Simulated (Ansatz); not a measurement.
## ClSi (charge +1): an active-space calculation, step by step

Program: the Python package of Ansatz (0.2.0).

Notebook, run cell by cell (the value of a cell's last expression is shown):

In [1]:
```python
import ansatz as az
from ase import Atoms
```

In [2]:
```python
atoms = Atoms(["Si", "Cl"], positions=[
    [0.0, 0.0, 0.0],
    [0.0, 0.0, 2.185],
])
clsi = az.Crystal.molecule_from_ase(atoms)
```

In [3]:
```python
model = (
    clsi.calculation()
    .basis(gaussian="def2-SVP")
    .charge(1)
    .correlation(active_electrons=2, active_orbitals=2)
)
for method in [None, "sc_nevpt2"]:
    r = (model if method is None else model.correlation(method)).run().report
    space = r["configurations"]
    state = space["states"][0]
    print(method or "casscf", f"total {r['free_energy_ev'] / 27.211386246:.6f} Ha, active-space state {state['energy']['hartree']:.6f} Ha, mean field {r['reference_energy_ev'] / 27.211386246:.6f} Ha")
    print("  determinants", state["n_determinants"], " natural occupations", [round(n, 3) for n in space["natural_occupations"]])
print("effectively unpaired electrons, sum of min(n, 2 - n):", round(sum(min(n, 2 - n) for n in space["natural_occupations"]), 3))
```
```text
casscf total -747.918844 Ha, active-space state -747.918844 Ha, mean field -747.901563 Ha
  determinants 4  natural occupations [1.943, 0.057]
RunWarning: the results are in doubt because another end's mean lies 0.156 eV lower, and its corrected mean 0.078 eV higher
sc_nevpt2 total -748.096098 Ha, active-space state -747.913085 Ha, mean field -747.901563 Ha
  determinants 4  natural occupations [1.978, 0.022]
effectively unpaired electrons, sum of min(n, 2 - n): 0.043
```

Reading the output:
- Total energies depend on the basis set; only differences at equal settings carry meaning.
- Warnings are shown shortened and without file and line.
- The geometry is a force-field or estimated start, not a minimum of this method, and the basis set is short of its limit. The active space starts as a window about the frontier orbitals and is then optimised, not chosen by chemistry.
- The spin state was assumed, and another may lie lower.
- A lower CASSCF solution was found and passed over, so the printed active-space state isn't the lowest.
- It ran for 2.3 s on 1 thread of Arm Neoverse V1, with other jobs on the host, peak memory 0.16 GiB.

(Lines on the test bed's own set-up are left out of the output.)
